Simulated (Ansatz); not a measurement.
**Which method gave which barrier?**

Saddle point of CH7FSi, singlet (CH₆Si ([CH3][SiH3]) + HF → SiH₃F ([F][SiH3]) + CH₄; bonds formed: Si1–F7, C2–H6; bonds broken: Si1–C2, H6–F7), PBE0-D4/def2-TZVP structure:

```xyz
10
angstrom
Si -0.2411 -0.7908 -0.6176
C -0.0583 0.9135 0.6327
H -0.2993 -2.1231 0.0222
H 0.1919 -0.6721 -2.0269
H -1.6909 -0.4100 -0.6954
H 0.9671 0.1444 0.3343
F 1.6497 -0.7471 -0.1332
H -0.4609 1.6413 -0.0695
H -0.8061 0.6235 1.3685
H 0.7480 1.4205 1.1851
```

Ansatz 0.2.0; basis: def2-TZVPP, with def2-QZVPP for the basis limit; cores frozen in the correlated methods. B3LYP uses VWN-RPA correlation. Extrapolation: Hartree–Fock as exp(−7.88 √X), correlation as X^−2.97. Four methods, as single points on the PBE0-D4 structures, gave these electronic barriers from the start structure: 1.439, 1.717, 1.799, 2.404 eV.

Q: The methods were, in alphabetical order, B3LYP-D4, CCSD(T), HF, PBE-D4. Which gave which? (A judgement: the text doesn't fix the answer.)

A: By the calculation: PBE-D4 1.439; B3LYP-D4 1.717; CCSD(T) 1.799; HF 2.404 eV. For comparison, CCSD(T) at an estimated basis limit (MP2 extrapolated from triple and quadruple zeta, plus CCSD(T) − MP2 in triple zeta) gives 1.776 eV.

No T1 diagnostic of these runs exceeds 0.012. The end structure is not quite a true minimum (one mode of 28i cm⁻¹).

Labels in which every atom is bracketed show which atoms are joined, not bond orders.

For scale, one of the runs: CCSD(T)/def2-TZVPP, 202 basis functions (an equivalent command: `ansatz run in.yaml --threads 2`). Hardware: 2 CPU threads, shared host. Wall time 64 s; peak host memory 2.5 GiB.
